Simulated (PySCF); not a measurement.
Species: B(NH2Me)H3, CH8BN.
SMILES: `[H]B([H])([H])<-NC`

The closed-shell ground state was solved at several levels (PySCF, density fitting, gas phase, non-relativistic). Isolated species at its PBE0-D3(BJ)/def2-SVP geometry, gas phase.

```
            level  basis functions  total energy (Eh)  HOMO (eV)  LUMO (eV)  gap (eV)  dipole (D)
    PBE0/pcSseg-1               91          -122.3438      -7.69       0.44      8.13        5.61
wB97X-D/def2-SVPD              124          -122.4015      -9.65       1.63     11.28        5.40
      B3LYP/pcJ-1              161          -122.5407      -7.52       0.10      7.62        5.59
```

Problem. Estimate the row for KT2/pcSseg-1, a basis of 91 functions; the other rows only guide the guess.

Solution. Total energy -124.5495 Eh, HOMO -6.39 eV, LUMO -0.50 eV, gap 5.89 eV, dipole 5.45 D.

Problem. Over all these levels, which gives the widest orbital gap and which the narrowest?

Solution. wB97X-D/def2-SVPD (range-separated hybrid) has the widest, 11.28 eV, and KT2/pcSseg-1 (GGA) the narrowest, 5.89 eV. Functional and basis both differ between the two, so the spread mixes both effects.

Problem. How far do the dipole and the HOMO energy spread over the levels?

Solution. The dipole runs from 5.40 to 5.61 D (mean 5.51 D) and the HOMO from -9.65 to -6.39 eV.

Note: wB97X-D ran without an empirical dispersion term, which enters the total energy and its gradient alone.
